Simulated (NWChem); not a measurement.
Program: NWChem. System: H₄N₂, charge 0, spin multiplicity 1, displaced from the optimised geometry. Level: CR-CCSD(T)/cc-pVDZ, 2 core orbitals frozen, spin-restricted.

NWChem printed:

```
             Northwest Computational Chemistry Package (NWChem) 7.3.0
             --------------------------------------------------------

                                NWChem Input Module
                                -------------------

 Scaling coordinates for geometry "geometry" by  1.889725989
 (inverse scale =  0.529177249)

                             Geometry "geometry" -> ""
                             -------------------------

 Output coordinates in angstroms (scale by  1.889725989 to convert to a.u.)

  No.       Tag          Charge          X              Y              Z
 ---- ---------------- ---------- -------------- -------------- --------------
    1 N                    7.0000     0.17452400    -0.67940700     0.07384700
    2 N                    7.0000    -0.17452400     0.67940700     0.07384700
    3 H                    1.0000    -0.64584000    -1.23055900     0.31375100
    4 H                    1.0000     0.54597600    -1.04529800    -0.92113200
    5 H                    1.0000     0.64584000     1.23055900     0.31375100
    6 H                    1.0000    -0.51220800     1.01203600    -0.83068000

 Effective nuclear repulsion energy (a.u.)      41.4595026420

            Nuclear Dipole moment (a.u.)
            ----------------------------
        X                 Y               Z
 ---------------- ---------------- ----------------
     0.0638122672    -0.0628560658    -0.1709294951


 Summary of "ao basis" -> "" (spherical)
 ------------------------------------------------------------------------------
       Tag                 Description            Shells   Functions and Types
 ---------------- ------------------------------  ------  ---------------------
 *                          cc-pvdz                   on all atoms

 Summary of "ao basis" -> "ao basis" (spherical)
 ------------------------------------------------------------------------------
       Tag                 Description            Shells   Functions and Types
 ---------------- ------------------------------  ------  ---------------------
 N                          cc-pvdz                  6       14   3s2p1d
 H                          cc-pvdz                  3        5   2s1p

                                 NWChem SCF Module
                                 -----------------

  ao basis        = "ao basis"
  functions       =    48
  atoms           =     6
  closed shells   =     9
  open shells     =     0
  charge          =   0.00
  wavefunction    = RHF
  use symmetry    = F
  symmetry adapt  = F

 Summary of "ao basis" -> "ao basis" (spherical)
 ------------------------------------------------------------------------------
       Tag                 Description            Shells   Functions and Types
 ---------------- ------------------------------  ------  ---------------------
 N                          cc-pvdz                  6       14   3s2p1d
 H                          cc-pvdz                  3        5   2s1p

 Forming initial guess at       0.0s

      Superposition of Atomic Density Guess
      -------------------------------------

 Sum of atomic energies:        -110.59716229

      Non-variational initial energy
      ------------------------------

 Total energy =    -111.473970
 1-e energy   =    -231.213401
 2-e energy   =      78.279928
 HOMO         =      -0.297136
 LUMO         =       0.088473

 Starting SCF solution at       0.2s

 ----------------------------------------------
         Quadratically convergent ROHF

 Convergence threshold     :          1.000E-07
 Maximum no. of iterations :          100
 Final Fock-matrix accuracy:          1.000E-09
 ----------------------------------------------

              iter       energy          gnorm     gmax       time
             ----- ------------------- --------- --------- --------
                 1     -111.1494239277  6.30D-01  1.55D-01      0.2
                 2     -111.1741622978  1.92D-01  6.59D-02      0.2
                 3     -111.1767778567  1.11D-02  3.71D-03      0.2
                 4     -111.1768006340  7.31D-05  2.01D-05      0.2
                 5     -111.1768006348  2.93D-09  8.60D-10      0.3

       Final RHF  results
[...]
    17     -0.231847  2 N  s                 34     -0.199787  4 H  s

 Vector   10  Occ=0.000000D+00  E= 1.805313D-01
              MO Center=  5.9D-02, -3.2D-01, -7.9D-01, r^2= 4.1D+00
   Bfn.  Coefficient  Atom+Function         Bfn.  Coefficient  Atom+Function
  ----- ------------  ---------------      ----- ------------  ---------------
     3      0.968461  1 N  s                 35     -0.912331  4 H  s
    17      0.763641  2 N  s                 45     -0.722367  6 H  s
    30     -0.468248  3 H  s                 40     -0.321618  5 H  s
     9     -0.297272  1 N  pz                 8     -0.244979  1 N  py
    22      0.221770  2 N  py                23     -0.184102  2 N  pz

 Vector   11  Occ=0.000000D+00  E= 2.131232D-01
              MO Center=  9.7D-02,  3.8D-01, -2.0D-01, r^2= 5.3D+00
   Bfn.  Coefficient  Atom+Function         Bfn.  Coefficient  Atom+Function
  ----- ------------  ---------------      ----- ------------  ---------------
    17      1.106287  2 N  s                 40     -0.972188  5 H  s
     3     -0.792260  1 N  s                 45     -0.777572  6 H  s
    30      0.744644  3 H  s                 35      0.589452  4 H  s
    21      0.222727  2 N  px                22      0.208173  2 N  py
    23     -0.182979  2 N  pz                 7      0.162608  1 N  px

 Vector   12  Occ=0.000000D+00  E= 2.583472D-01
              MO Center= -2.7D-01, -7.4D-01,  3.1D-02, r^2= 4.7D+00
   Bfn.  Coefficient  Atom+Function         Bfn.  Coefficient  Atom+Function
  ----- ------------  ---------------      ----- ------------  ---------------
    30      1.479667  3 H  s                 35     -0.962481  4 H  s
    40      0.802017  5 H  s                  7      0.584631  1 N  px
     9     -0.462742  1 N  pz                45     -0.454847  6 H  s
     3     -0.355275  1 N  s                 21     -0.344823  2 N  px
    17     -0.260931  2 N  s                  8      0.205116  1 N  py

 center of mass
 --------------
 x =   0.00200739 y =  -0.00197731 z =   0.05515454

 moments of inertia (a.u.)
 ------------------
          71.376702311472          10.057574120146           0.282236337016
          10.057574120146          14.759138303797          -0.443218452246
           0.282236337016          -0.443218452246          72.748569345375

  Mulliken analysis of the total density
  --------------------------------------

    Atom       Charge   Shell Charges
 -----------   ------   -------------------------------------------------------
    1 N    7     7.25   2.00  0.76  0.69  2.30  1.45  0.04
    2 N    7     7.19   2.00  0.75  0.64  2.34  1.41  0.04
    3 H    1     0.88   0.73  0.10  0.05
    4 H    1     0.89   0.68  0.16  0.05
    5 H    1     0.89   0.73  0.10  0.05
    6 H    1     0.91   0.74  0.12  0.05

       Multipole analysis of the density wrt the origin
       ------------------------------------------------

     L   x y z        total         open         nuclear
     -   - - -        -----         ----         -------
     0   0 0 0     -0.000000      0.000000     18.000000

     1   1 0 0     -0.012558      0.000000      0.063812
     1   0 1 0      0.022033      0.000000     -0.062856
     1   0 0 1     -0.776839      0.000000     -0.170929

     2   2 0 0     -9.907166      0.000000      6.503216
     2   1 1 0      1.745921      0.000000     -4.141048
     2   1 0 1     -0.030764      0.000000     -0.276525
     2   0 2 0     -8.339629      0.000000     41.451950
     2   0 1 1     -0.009940      0.000000      0.436310
     2   0 0 2     -9.404034      0.000000      6.469840

                   NWChem Extensible Many-Electron Theory Module
                   ---------------------------------------------


            General Information
            -------------------
      Number of processors :     1
         Wavefunction type : Restricted Hartree-Fock
          No. of electrons :    18
           Alpha electrons :     9
            Beta electrons :     9
           No. of orbitals :    96
            Alpha orbitals :    48
             Beta orbitals :    48
        Alpha frozen cores :     2
         Beta frozen cores :     2
     Alpha frozen virtuals :     0
      Beta frozen virtuals :     0
         Spin multiplicity : singlet
    Number of AO functions :    48
       Number of AO shells :    24
        Use of symmetry is : off
      Symmetry adaption is : off
         Schwarz screening : 0.10D-09

          Correlation Information
          -----------------------
          Calculation type : Coupled-cluster singles & doubles w/ perturbation
   Perturbative correction : Completely renormalized (T)
            Max iterations :      100
        Residual threshold : 0.10D-05
     T(0) DIIS level shift : 0.00D+00
     L(0) DIIS level shift : 0.00D+00
     T(1) DIIS level shift : 0.00D+00
     L(1) DIIS level shift : 0.00D+00
     T(R) DIIS level shift : 0.00D+00
     T(I) DIIS level shift : 0.00D+00
   CC-T/L Amplitude update :  5-th order DIIS
                I/O scheme : Global Array Library
        L-threshold :  0.10D-05
        EOM-threshold :  0.10D-05
 no EOMCCSD initial starts read in
 TCE RESTART OPTIONS
 SLICE:      F
 D4D5:       F
 quantumc:   F
 qrotation:  F
 pwtce:      F
 qducc:      F
 nacto:                         0
 nrotv:                         0
 nrot:                          0

            Memory Information
            ------------------
          Available GA space size is     249034496 doubles
          Available MA space size is     104854172 doubles

 Maximum block size supplied by input
 Maximum block size        24 doubles

 tile_dim =     20

 -------------------------------------------------

 Global array virtual files algorithm will be used

 Parallel file system coherency ......... OK

 4-electron integrals stored in orbital form

 v2    file size   =          1307390
 4-index algorithm nr.  13 is used
 imaxsize =       30
 imaxsize ichop =        0


CCSD iterations
 ---------------------------------------------------------
 Iter          Residuum       Correlation     Cpu    Wall
 ---------------------------------------------------------
    1   0.1488611598619  -0.3525532019048     0.1     0.1
    2   0.0430499438592  -0.3687463100993     0.1     0.1
    3   0.0160937379686  -0.3750271440718     0.1     0.1
    4   0.0067036454126  -0.3766561933901     0.1     0.1
    5   0.0029504126360  -0.3772889826034     0.1     0.1
    6   0.0005360234178  -0.3776620829474     0.1     0.1
    7   0.0002417164168  -0.3777051372042     0.1     0.1
    8   0.0001282418516  -0.3777042132456     0.1     0.1
    9   0.0000766634484  -0.3777047138138     0.1     0.1
   10   0.0000469532721  -0.3777053240786     0.1     0.1
   11   0.0000094692459  -0.3777063140217     0.1     0.1
   12   0.0000039653669  -0.3777063599172     0.1     0.1
   13   0.0000022362985  -0.3777064193852     0.1     0.1
   14   0.0000013459097  -0.3777063956366     0.1     0.1
   15   0.0000008490019  -0.3777063848504     0.1     0.1
 -----------------------------------------------------------------
 Iterations converged
 CCSD correlation energy / hartree =        -0.377706384850423
 CCSD total energy / hartree       =      -111.554507019670496

 Singles contributions

 Doubles contributions
 CR-CCSD(T)

 CR-CCSD[T]  correction energy / hartree =        -0.007409535592923
 CR-CCSD[T] correlation energy / hartree =        -0.385115920443346
 CR-CCSD[T] total energy / hartree       =      -111.561916555263423
 CR-CCSD(T)  correction energy / hartree =        -0.007252005546360
 CR-CCSD(T) correlation energy / hartree =        -0.384958390396783
 CR-CCSD(T) total energy / hartree       =      -111.561759025216858

 Task  times  cpu:       10.8s     wall:       10.8s

 Total times  cpu:       10.9s     wall:       10.9s
```

**Question.** Write an NWChem input that would produce this output.

**Answer.** This is not unique; one that fits is 
```
start mol
memory heap 100 mb stack 700 mb global 1900 mb
geometry units angstroms nocenter noautoz noautosym
  N      0.174524    -0.679407     0.073847
  N     -0.174524     0.679407     0.073847
  H     -0.645840    -1.230559     0.313751
  H      0.545976    -1.045298    -0.921132
  H      0.645840     1.230559     0.313751
  H     -0.512208     1.012036    -0.830680
end
basis spherical
  * library cc-pvdz
end
scf
  rhf
  nopen 0
  maxiter 100
  thresh 1e-7
  semidirect memsize 60000000 filesize 0
end
tce
  freeze core 2
  cr-ccsd(t)
  2eorb
  2emet 13
  thresh 1e-6
  maxiter 100
  tilesize 24
end
task tce energy
```
